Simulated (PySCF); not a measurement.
Gas-phase reaction: 2 C + 2 CH3CCl3 → 2 C2H3Cl + C2Cl4

Computed with PySCF (xtb for GFN2) and rigid-rotor harmonic-oscillator thermochemistry at 1 bar. † marks an energy on the PBE0/def2-TZVP geometry and frequencies; other levels use their own. 6-31G* has spherical d functions here. Open shells (unrestricted): C (multiplicity 3, electronic degeneracy 9); the rest are closed-shell singlets. GFN2 has no spin-polarisation term. Spin-orbit splitting is ignored; it lowers the true energy and changes the entropy of C. B3LYP is the form with VWN-RPA correlation. The harmonic model lacks anharmonicity and excited electronic states, which grow with temperature; levels with a mode under 35 cm⁻¹ are left out. Internal rotation in CH3CCl3 is treated as a harmonic vibration of one conformer, which makes the entropy rough. Soft modes under 120 cm⁻¹ make the harmonic entropy rough for C2Cl4.

```tsv
level	ΔE electronic, kJ	ΔH°(298 K), kJ	ΔS°(298 K), J/K	ΔG°(800 K), kJ
B3LYP/6-31G*	-1129	-1120	-87	-1044
GFN2-xTB	-1545	-1536	-90	-1458
HF/6-31G*	-761	-748	-86	-673
PBE/def2-TZVP†	-1233	-1222	-88	-1145
PBE0/def2-QZVP†	-1173	-1161	-88	-1085
PBE0/def2-SVP†	-1169	-1157	-88	-1081
ωB97M-V/def2-TZVP†	-1130	-1118	-88	-1042
```
ΔH° is lowest at GFN2-xTB and highest at HF/6-31G*. No reference value is set beside these.
